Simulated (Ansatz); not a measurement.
## AlHSCl (SMILES [SH][Al][Cl]): methods side by side

AlHSCl: 4 atoms, total charge 0, spin state doublet. SMILES: `[SH][Al][Cl]`. The shape is that of a PBE0-D4/def2-TZVP optimisation.

```tsv
atom	x (Å)	y (Å)	z (Å)
S	0.4398	0.9849	-0.7447
Al	-0.3941	-0.5259	0.6091
Cl	0.2262	-2.5074	0.2510
H	-0.2164	1.9881	-0.1356
```

Each level gives the energy change with the S1–H4 bond stretched from 1.345 to 3.362 Å (eV). The values are calculated.

| level | kind | program | value (eV) | less FCI/STO-3G | CPU time (all runs) |
| --- | --- | --- | --- | --- | --- |
| U-revPBE/STO-3G | GGA | Ansatz | 4.38 | +0.44 | 14 s |
| UBLYP/STO-3G | GGA | Ansatz | 4.39 | +0.45 | 9.2 s |
| U-r2SCAN/STO-3G | meta-GGA | Ansatz | 4.54 | +0.60 | 40 s |
| UBHLYP/STO-3G | global hybrid | Ansatz | 4.56 | +0.62 | 13 s |
| UCAM-B3LYP/STO-3G | range-separated hybrid | Ansatz | 4.70 | +0.76 | 15 s |
| UMP2/STO-3G | perturbation theory | Ansatz | 4.05 | +0.11 | 2 s |
| UCCSD(T)/STO-3G | coupled cluster or CI | Ansatz | 4.19 | +0.25 | 2.5 s |
| UCCSD/STO-3G | coupled cluster or CI | Ansatz | 4.19 | +0.25 | 2.5 s |
| FCI/STO-3G | exact in the basis | Ansatz | 3.94 | 0.00 | 41 s |

FCI/STO-3G is exact within its basis and frozen core, so for wave-function methods in that basis the difference is their error; functionals converge differently with the basis, so for them it is only a difference. The first shape isn't each level's own minimum. The values span 3.94 to 4.70 eV. Spin contamination of the reference (⟨S²⟩ at least 0.1 too high) touches U-revPBE/STO-3G, UBLYP/STO-3G, U-r2SCAN/STO-3G, UBHLYP/STO-3G, UCAM-B3LYP/STO-3G, UMP2/STO-3G, UCCSD(T)/STO-3G, UCCSD/STO-3G. All rows use very small basis sets, so none should be taken for the real molecule's value. In so small a basis fixed costs decide the times, and correlated methods can beat functionals. CPU times are rough (shared hosts, several kinds of processor and program).
